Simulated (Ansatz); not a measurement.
**Worked example: building the atomization energy of NH, triplet**

Measured: the G2/97 heats of formation, with zero-point and thermal terms from B3LYP taken off, give an electronic atomization energy of 83.6 kcal/mol (Curtiss et al., J. Chem. Phys. 106, 1063 (1997); Staroverov et al., J. Chem. Phys. 119, 12129 (2003)). The calculation below tries to reproduce it.

Geometry (MP2(full)/6-31G*, from the G2/97 set):

```yaml
atoms:
  - { symbol: N, position_ang: [0.0000, 0.0000, 0.0000] }
  - { symbol: H, position_ang: [0.0000, 0.0000, 1.0394] }
```

Atomization energies (atoms less molecule, kcal/mol) from Ansatz 0.2.0, frozen cores, unrestricted molecule, unrestricted atoms (their steps beyond CCSDT(Q) from restricted open-shell runs), sets cc-pVDZ, cc-pVTZ, cc-pVQZ:

```tsv
level	DZ	TZ	QZ
HF	47.76	50.61	51.07
CCSD(T)	71.31	79.17	81.45
CCSDT	71.40	79.25	81.53
CCSDT(Q)	71.45	79.29	81.57
CCSDTQ	71.46	–	–
```

Problem. Extrapolate Hartree–Fock with exp(−5.46 √X) and the CCSD(T) correlation part with X⁻³ (X = 3, 4), add each higher step from the largest set that has it, and compare with the measured value.

Solution. Hartree–Fock: 51.07 + (51.07 − 50.61) × 0.301 = 51.21.
Correlation: TZ 28.56, QZ 30.38; (64 × 30.38 − 27 × 28.56) / 37 = 31.71.
Full triples (QZ): 81.53 − 81.45 = 0.08.
(Q) (QZ): 81.57 − 81.53 = 0.04.
Full quadruples (DZ): 71.46 − 71.45 = 0.01.
Sum: 83.0 kcal/mol, 0.6 below the measured 83.6.

The steps beyond CCSD(T) add 0.13 kcal/mol, while going from QZ to the limit adds 1.47. Core correlation, scalar relativity, spin–orbit terms and the relaxation from this MP2 geometry are missing from the sum, and the measured value has its own uncertainty.
